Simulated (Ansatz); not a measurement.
Bulk modulus B0 (GPa) of solids drawn from the class of elemental solids other than molecular ones, at two levels: LDA (Ansatz, a first-principles code, plane waves, PAW), and PBEsol (Ansatz, plane waves, PAW).

```csv
solid,LDA,PBEsol
bcc K,4.48,?
hcp Mg,39.7,37.3
bcc Cs,2.44,2.06
bcc Ba,10.2,?
bcc Na,9.14,7.88
white tin (β-Sn),60.0,56.2
hcp Cd,63.3,54.4
hcp Be,131,124
fcc Sr,14.0,12.4
fcc Pt,307,287
```

Question: Estimate the withheld PBEsol values from the other rows.

Answer: One way: carry over the typical ratio. The ratios PBEsol / LDA of the other rows, in order: 0.844, 0.859, 0.862, 0.886, 0.935, 0.937, 0.940, 0.947; median 0.9105. bcc K: 4.48 × 0.9105 = 4.08 GPa; the run gives 3.72 GPa. bcc Ba: 10.2 × 0.9105 = 9.29 GPa; the run gives 9.16 GPa. The ratios spread from 0.844 to 0.947, so such an estimate is rough. bcc K lies outside that spread.

Over all 10 rows PBEsol is the larger in 0.

Ansatz's runs of these crystals have no spin polarisation.

Spin–orbit coupling is left out, also for the solids with elements from indium on (bcc Cs, bcc Ba, white tin (β-Sn), fcc Pt); its size isn't shown.

Each level is taken at its own relaxed cell. Ansatz's density-functional and Hartree–Fock values are scalar-relativistic unless marked +SOC, with PAW data made under PBE.
